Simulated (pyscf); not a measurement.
PySCF, gas phase, ωB97X-D3(BJ)/def2-SVP geometries.

### Question
Estimate the classical barrier height and the reaction energy of `[AsH3]` + `[OH][SiH3]` → `[OH][SiH2][AsH2]` + `[H][H]` at ωB97M-D3(BJ)/def2-TZVP. The step runs on the singlet surface, breaks As–H, H–Si and forms As–Si, H–H; take the separated reactants as zero.

### Answer
ΔE‡ = 60.3 kcal/mol, ΔE = -0.8 kcal/mol. Zero-point energy shifts the barrier by -0.4 kcal/mol. It is a four-centre exchange, with an imaginary mode of 1582i cm⁻¹. On the reactant side the descent ends in a complex (not fully relaxed), 4.0 kcal/mol under the separated species and 61.6 kcal/mol under the saddle at ωB97X-D3(BJ)/def2-TZVP. At ωB97X-D3(BJ)/def2-TZVP the barrier from the zero used here is 57.6 kcal/mol. The same reactants have a lower exit, to HO–AsH₂ + SiH₄ (barrier +53.6 kcal/mol at ωB97M-D3(BJ)/def2-TZVP, against +60.3 kcal/mol here). One saddle was located; it need not be the lowest between these sides. Elements up to Kr have no core potential and no relativistic terms here.
